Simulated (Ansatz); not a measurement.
`N=CCF` and `N=CCN` differ in one atom or group.

Ansatz, PBE0-D4/def2-TZVP geometries, multiplicity 1. Each molecule was computed in one conformer, which needn't be the lowest.

```
                                      property  `N=CCF`
             LUMO energy (PBE/def2-TZVPP) / eV    -1.44
       HOMO–LUMO gap (ωB97M-V/def2-TZVPP) / eV    12.30
zero-point energy (PBE0-D4/def2-TZVP) / kJ/mol    163.3
         HOMO energy (ωB97M-V/def2-TZVPP) / eV   -10.29
            LUMO energy (PBE0/def2-TZVPP) / eV    -0.29
          HOMO–LUMO gap (PBE0/def2-TZVPP) / eV     7.59
```

Problem. What does the change do to each property? (An estimate is asked.)

Solution. The calculation gave: 
| property | `N=CCN` | shift |
| --- | --- | --- |
| LUMO energy (PBE/def2-TZVPP) / eV | -1.23 | 0.21 |
| HOMO–LUMO gap (ωB97M-V/def2-TZVPP) / eV | 11.65 | -0.65 |
| zero-point energy (PBE0-D4/def2-TZVP) / kJ/mol | 228.2 | 64.9 |
| HOMO energy (ωB97M-V/def2-TZVPP) / eV | -9.45 | 0.84 |
| LUMO energy (PBE0/def2-TZVPP) / eV | -0.08 | 0.21 |
| HOMO–LUMO gap (PBE0/def2-TZVPP) / eV | 6.96 | -0.63 |

With PBE0 the HOMO rises by 0.85 eV and the LUMO rises by 0.21 eV, so the gap narrows by about 0.64 eV. PBE moves the HOMO by 0.79 eV and ωB97M-V by 0.84 eV. The zero-point energy changes by 64.9 kJ/mol with +6 modes.
